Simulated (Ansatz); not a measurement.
A nudged elastic band was laid between two geometries of C2H3FO2 (8 atoms, charge 0, multiplicity 1).

Theory: RKS B3LYP-D4/def2-SVP in Ansatz.

| Property | Result |
| --- | --- |
| movable images | 9 |
| climbing image | yes |
| spring | 5.0 eV/Å² |
| optimiser | quadratic models (default) |
| start path | through a guess of the saddle point |
| force threshold | 0.03 eV/Å |
| iteration limit | 60 |
| end points | relaxed |

Initial state:

```xyz
8
Properties=species:S:1:pos:R:3
O 0.584 -0.697 1.571
C 0.382 0.427 1.200
O -0.051 0.766 -0.022
C -0.274 -0.307 -0.925
F -0.651 0.251 -2.093
H 0.522 1.344 1.808
H 0.657 -0.882 -1.059
H -1.076 -0.959 -0.538
```

Final state:

```xyz
8
Properties=species:S:1:pos:R:3
O 0.480 -0.072 1.447
C 0.255 1.134 0.915
O -0.138 0.970 -0.324
C -0.271 -0.321 -0.934
F -0.682 -0.097 -2.197
H 0.766 0.077 2.359
H 0.705 -0.832 -0.936
H -1.022 -0.914 -0.387
```

(1) What changes between the two ends?

(2) What energy profile does the band end with?

(3) What is the geometry of the highest image?

(4) What are the harmonic wavenumbers there?

## Answers

(1) Bonds broken: C2–H6. Bonds formed: O1–H6.

(2) It converged. The highest image is number 6 of 0 to 10, 3.54 eV above the first end and 1.52 eV above the last; the last end lies 2.01 eV above the first. A vibrational analysis at the climbing image gives one clearly imaginary mode, 1920i cm⁻¹: a first-order saddle point. The orbitals stay closed-shell, which can raise the energy where a bond breaks towards radicals; this wasn't checked here.

```csv
image,path coordinate (Å),energy (eV),C2–H6 (Å),O1–H6 (Å)
0,0.00,0.00,1.11,2.06
1,0.20,0.05,1.11,2.03
2,0.40,0.29,1.11,1.94
3,0.60,0.89,1.11,1.80
4,0.81,1.89,1.12,1.61
5,1.01,3.01,1.16,1.42
6,1.21,3.54,1.25,1.22
7,1.43,3.01,1.41,1.04
8,1.66,2.35,1.62,0.97
9,1.89,2.06,1.80,0.97
10,2.11,2.01,1.86,0.97
```

(3) 
```xyz
8
Properties=species:S:1:pos:R:3
O 0.542 -0.346 1.530
C 0.292 0.821 1.030
O -0.127 0.896 -0.207
C -0.282 -0.325 -0.951
F -0.669 0.043 -2.186
H 0.708 0.664 2.198
H 0.682 -0.858 -0.993
H -1.054 -0.951 -0.477
```

(4) 1920i, 20, 231, 341, 448, 485, 779, 942, 1136, 1186, 1259, 1278, 1434, 1483, 1513, 2610, 3056, 3130 cm⁻¹.

The run took 110 s on 2 threads of Intel(R) Xeon(R) Platinum 8488C (Sapphire Rapids) (shared host), peak memory 0.2 GiB.
